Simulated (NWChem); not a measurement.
nitrogen (N2); SMILES N#N

```xyz
2

N      0.0000     0.0000     0.5447
N      0.0000     0.0000    -0.5447
```
Atoms are numbered in this order, from 1.

Results from NWChem. Geometry optimised at PBE0-D3(BJ)/def2-TZVP; all other runs use it. Pople sets run with spherical d functions. Vzz has the sign of the potential's second derivative.

```csv
quantity,level,value
"J(14N atom 1, 14N atom 2) (Hz)",B3LYP/IGLO-III,-0.9
−ε(HOMO) (eV),"LDA (Slater exchange, VWN5)/def2-SVP",10.12
"isotropic polarisability (bohr³), static",PBE/aug-cc-pVDZ,11.9
Vzz N2 (a.u.),CAM-B3LYP/def2-SVP,-1.013
"vertical, lowest excitation, singlet (eV)","B3LYP/6-31+G*, TDA",9.49
highest occupied level (eV),PBE/def2-SVP,-9.98
highest harmonic frequency (cm⁻¹),PBE0-D3(BJ)/def2-TZVP,2484
```
